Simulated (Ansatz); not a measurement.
A made-up structure of CH₃MgS (charge -1), singlet:

C1  (-0.591, 0.494, -0.408)
Mg2  (2.346, -1.963, 1.621)
S3  (0.854, -0.717, 0.590)
H4  (-1.469, -0.085, -0.722)
H5  (-0.181, 0.964, -1.312)
H6  (-0.959, 1.307, 0.231)
(Å)

It is relaxed with PBE-D4/def2-SVPD and then PBE0-D4/def2-TZVPD (Ansatz 0.2.0). Atoms count as bonded within 1.22 times the sum of their covalent radii (H–H: 0.88 Å). The end point is not checked to be a true minimum.

Q: Does its bonding change? (Judge from chemistry; the calculation decides.)

A: By the calculation: No: no bond forms or breaks.

Where it ends: The first stage lowers the energy by 0.99 eV in 22 steps. It ends as CH₃MgS ([CH3][S][Mg]), total charge -1:
C1  (-0.390, 0.302, -0.363)
Mg2  (1.706, -0.924, 1.779)
S3  (0.314, -1.373, -0.253)
H4  (-1.480, 0.269, -0.282)
H5  (-0.131, 0.768, -1.317)
H6  (-0.019, 0.958, 0.437)
(Å)

Labels in which every atom is bracketed show which atoms are joined, not bond orders.

For scale, one of the runs: PBE0-D4/def2-TZVPD relaxation, 145 basis functions, launched by `ansatz run in.yaml --threads 2 --pin off --events-out ev --progress --plain --max-ram 4352MiB`. Hardware: 2 CPU threads of an Arm Neoverse V2, shared host. Wall time about 14 s.
